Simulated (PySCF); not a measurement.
C₃H₉N, SMILES CN(C)C. Heavy atoms are numbered as in [CH3:1][N:2]([CH3:3])[CH3:4]. Hydrogens are named by the atom that carries them.

The structure is a stationary point at PBE0-D3(BJ)/def2-SVP.

Calculation: HF/pcSseg-1 (PySCF).

GIAO shieldings, no solvent; atoms alike by connectivity are averaged. δ = σ(ref) − σ: ¹³C against TMS (σ = 192.6 ppm); ¹⁵N against NH3 (σ = 267.3 ppm); ¹H against TMS (σ = 31.99 ppm), references at their B3LYP-D3(BJ)/def2-TZVP geometries, non-relativistic.

Computed chemical shifts:
| nucleus | atoms | count | δ (ppm) |
|---|---|---|---|
| ¹³C | C1 (CH3) | 3 | 44.5 |
| ¹⁵N | N2 | 1 | 10.9 |
| ¹H | H on C1 | 9 | 2.23 |
